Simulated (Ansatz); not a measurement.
# [CH$_{3}$···H···CH$_{3}$], doublet along the distance C1-H5

Starting geometry:

```json
{"atom": "C", "x (Å)": "-1.2109", "y (Å)": "0.0000", "z (Å)": "0.0000"}
{"atom": "H", "x (Å)": "-1.5741", "y (Å)": "1.0273", "z (Å)": "0.0000"}
{"atom": "H", "x (Å)": "-1.5741", "y (Å)": "-0.5137", "z (Å)": "0.8897"}
{"atom": "H", "x (Å)": "-1.5741", "y (Å)": "-0.5137", "z (Å)": "-0.8897"}
{"atom": "H", "x (Å)": "-0.1213", "y (Å)": "0.0000", "z (Å)": "0.0000"}
{"atom": "C", "x (Å)": "1.2921", "y (Å)": "0.0000", "z (Å)": "0.0000"}
{"atom": "H", "x (Å)": "1.2921", "y (Å)": "-1.0800", "z (Å)": "0.0000"}
{"atom": "H", "x (Å)": "1.2921", "y (Å)": "0.5400", "z (Å)": "0.9353"}
{"atom": "H", "x (Å)": "1.2921", "y (Å)": "0.5400", "z (Å)": "-0.9353"}
```

From there H5 is moved from one fragment to the other while all else, the fragments' distance too, stays fixed; atoms are numbered as listed. Energies are in kJ/mol, counted from the starting geometry at the same level. Kohn–Sham curves are unrestricted where that lies lower.

Basis cc-pVDZ; Ansatz 0.2.0. Only valence electrons are correlated (noble-gas cores frozen). Prefix R: restricted or restricted open-shell reference; prefix U: unrestricted.

In so small a basis the reference is far from its limit while semilocal and hybrid functionals are nearer theirs (RPA and double hybrids share much of the reference's basis error), so the functionals' errors here hold much of the reference's basis and frozen-core error, which can add to them or hide them.

Full CI isn't at hand for all of this; UCCSDT(Q) serves as the reference, and is uncertain by about the last step of the cluster series.

| distance C1-H5 (Å) | UCCSDT(Q) | PBE | BLYP | r2SCAN | PBE0 | B3LYP | CAM-B3LYP | wB97M-V | B2PLYP | RPA-PBE |
| --- | --- | --- | --- | --- | --- | --- | --- | --- | --- | --- |
| 1.090 | 0.0 | 0.0 | 0.0 | 0.0 | 0.0 | 0.0 | 0.0 | 0.0 | 0.0 | 0.0 |
| 1.136 | 3.8 | -0.4 | 0.5 | 1.9 | 1.9 | 2.2 | 3.1 | 3.0 | 3.3 | 2.7 |
| 1.228 | 20.9 | 9.6 | 11.8 | 15.5 | 15.5 | 16.3 | 18.7 | 18.3 | 19.0 | 17.9 |
| 1.321 | 42.6 | 28.1 | 30.5 | 35.4 | 35.5 | 36.1 | 39.2 | 38.5 | 39.7 | 38.7 |
| 1.413 | 68.3 | 55.4 | 57.0 | 61.4 | 61.7 | 61.7 | 64.1 | 63.2 | 64.9 | 65.2 |

Problem. Judged by the spread of the error over the points with a reference (largest less smallest), which of these follows UCCSDT(Q) best and which worst?

Solution. Subtracting the UCCSDT(Q) column from each: best B2PLYP (errors from -3.4 to 0.0, spread 3.4 kJ/mol), worst PBE (from -14.5 to 0.0, spread 14.5 kJ/mol). Functionals and wave-function methods converge differently with the basis, so part of this is basis effect.
